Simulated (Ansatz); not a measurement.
## Scan of [CH3···H···H], doublet

Starting geometry:

```csv
atom,x (Å),y (Å),z (Å)
C,-0.1250,0.0000,0.0000
H,-0.4882,1.0273,0.0000
H,-0.4882,-0.5137,0.8897
H,-0.4882,-0.5137,-0.8897
H,0.9646,0.0000,0.0000
H,1.9890,0.0000,0.0000
```

From there H5 is moved from one fragment to the other while all else, the fragments' distance too, stays fixed; atoms are numbered as listed. Energies are in kJ/mol, counted from the starting geometry at the same level. Kohn–Sham curves are unrestricted where that lies lower.

Basis cc-pVDZ; Ansatz 0.2.0. Correlated methods freeze the noble-gas cores. R marks a restricted (for open shells ROHF) determinant, U an unrestricted one.

Full CI isn't at hand for all of this; UCCSDT(Q) serves as the reference, and is uncertain by about the last step of the cluster series.

```json
{"distance C1-H5 (Å)": "1.013", "B3LYP": "16.9"}
{"distance C1-H5 (Å)": "1.090", "B3LYP": "0.0"}
{"distance C1-H5 (Å)": "1.130", "B3LYP": "-1.9"}
{"distance C1-H5 (Å)": "1.169", "B3LYP": "-0.9"}
{"distance C1-H5 (Å)": "1.209", "B3LYP": "2.3"}
{"distance C1-H5 (Å)": "1.249", "B3LYP": "7.1"}
{"distance C1-H5 (Å)": "1.289", "B3LYP": "13.2"}
{"distance C1-H5 (Å)": "1.329", "B3LYP": "21.0"}
{"distance C1-H5 (Å)": "1.369", "B3LYP": "31.3"}
```

Estimate the UCCSDT(Q) curve in cc-pVDZ from this one, knowing how B3LYP errs.

The computed UCCSDT(Q) values, in kJ/mol from the starting point, and the error of B3LYP against them:
| distance C1-H5 (Å) | UCCSDT(Q) | B3LYP less UCCSDT(Q) |
| --- | --- | --- |
| 1.013 | 14.7 | 2.2 |
| 1.090 | 0.0 | 0.0 |
| 1.130 | -0.6 | -1.3 |
| 1.169 | 1.7 | -2.5 |
| 1.209 | 5.9 | -3.5 |
| 1.249 | 11.3 | -4.2 |
| 1.289 | 17.6 | -4.4 |
| 1.329 | 25.2 | -4.1 |
| 1.369 | 34.7 | -3.4 |

The error spans 6.6 kJ/mol and is largest, -4.4 kJ/mol, at 1.289 Å.

In so small a basis the reference is far from its limit while semilocal and hybrid functionals are nearer theirs, so the functionals' errors here hold much of the reference's basis and frozen-core error, which can add to them or hide them.
